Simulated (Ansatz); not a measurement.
# ClH2OSi−: one structure at several levels

An exercise on one series of results from a longer session: the logs are not shown, and one member is left open.

Program: Ansatz 0.2.0, Gaussian basis. Level of theory: single points in def2-TZVPPD. These are calculated values, not measurements.

Cores are frozen in the correlated methods.

1 further run of the same task is left out (it didn't finish).

## The system as given

SMILES `O[SiH-]Cl`, 5 atoms, charge -1, spin multiplicity 1.

Atoms are counted from 1 here; the program's logs count them from 0.

Bond lengths: O1–Si2 1.768 Å, O1–H4 0.957 Å, Si2–H5 1.705 Å. Angles: Si2–O1–H4 114.4°, O1–Si2–H5 103.7°.

Geometry (Å):

```xyz
5
ClH2OSi
O    -1.0638   -0.5735   -0.4011
Si   -0.4111    0.7395    0.5876
Cl    1.5974   -0.5685    1.2108
H    -0.4012   -1.0996   -0.8481
H     0.6136    1.5818   -0.4836
```

The first run:

run/in.yaml reads:

```yaml
crystal:
  periodic: [false, false, false]
  atoms:
    - {symbol: O, position_ang: [-1.063799, -0.573483, -0.401127]}
    - {symbol: Si, position_ang: [-0.411140, 0.739486, 0.587582]}
    - {symbol: Cl, position_ang: [1.597400, -0.568525, 1.210836]}
    - {symbol: H, position_ang: [-0.401196, -1.099606, -0.848118]}
    - {symbol: H, position_ang: [0.613569, 1.581753, -0.483567]}
basis:
  gaussian: {orbitals: "def2-TZVPPD.json"}
total_charge: -1
hamiltonian: {xc: pbe, dispersion: d4}
output: {forces: true}
```

The basis file named in the input lies beside it (Basis Set Exchange, JSON).

Command:

```sh
$ ansatz run in.yaml --threads 2 --pin off --events-out ev --progress --plain --max-ram 3481MiB
```

Among the steps run: PBE-D4/def2-TZVPPD; r2SCAN-D4/def2-TZVPPD; PBE0-D4/def2-TZVPPD; wB97M-V/def2-TZVPPD; CCSD(T)/def2-TZVPPD.

One table of the session follows, with a row left open; its other results are not shown here.

```
   method  RMS force component (eV/Å)  angle to CCSD(T) forces (°)
   PBE-D4                       0.635                         17.9
r2SCAN-D4                       0.704                          5.2
  PBE0-D4                       0.719                          6.5
  wB97M-V                           ?                            ?
  CCSD(T)                       0.727                    reference
```

Estimate the missing values for wB97M-V.

**Answer.** RMS force component (eV/Å): 0.703; angle to CCSD(T) forces (°): 3.8. In the column «RMS force component (eV/Å)» it lies between PBE-D4 (0.635) and r2SCAN-D4 (0.704).
